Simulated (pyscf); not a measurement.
Structures and frequencies: ωB97X-D3(BJ)/def2-SVP in PySCF. MP2 and CC: frozen core, UHF for open shells. ΔMP2 is the change of the MP2 total energy from the triple- to the quadruple-zeta basis.

Q: For the elementary gas-phase step HO–Mg–OH (SMILES [OH][Mg][OH]) + H₂S (SMILES S) → HO–Mg–SH (SMILES [OH][Mg][SH]) + H₂O (SMILES O) (singlet surface; Mg–O, H–S broken, Mg–S, H–O formed), what barrier and reaction energy does CCSD(T)/def2-TZVPP + ΔMP2(QZVPP) give, measured from the separated reactants?

A: ΔE‡ = -10.4 kcal/mol, ΔE = -4.0 kcal/mol. Zero-point energy shifts the barrier by +1.1 kcal/mol. It is a four-centre exchange, with an imaginary mode of 434i cm⁻¹. On the reactant side the descent ends in an adduct with a Mg–S contact, 16.1 kcal/mol under the separated species and 2.2 kcal/mol under the saddle at ωB97X-D3(BJ)/def2-TZVP. On the product side the descent ends in an adduct with a Mg–O contact (not fully relaxed), 23.6 kcal/mol under the separated species and 15.0 kcal/mol under the saddle at ωB97X-D3(BJ)/def2-TZVP. At CCSD(T) the saddle lies under the separated reactants, which points to a path from their complex (located at ωB97X-D3(BJ) alone). At CCSD(T) the saddle lies under the separated products, which points to a path from their complex (located at ωB97X-D3(BJ) alone). What is counted as formed (Mg–S) is already present as a longer contact in the reactant adduct; forming that adduct is a step of its own. What is counted as broken (Mg–O) persists as a longer contact in the product adduct; parting that adduct is a step of its own. At ωB97X-D3(BJ) the barrier from the zero used here is -13.9 kcal/mol. This is the saddle that the search found; another between the same sides may lie lower. The CCSD(T) − MP2 part came from Ansatz, without density fitting, on the same reference. The frozen core leaves the outer d or s,p core shells of the metals and heavy elements correlated in the MP2 and CC values, and def2-TZVPP describes them poorly, which can shift differences by a few kcal/mol.
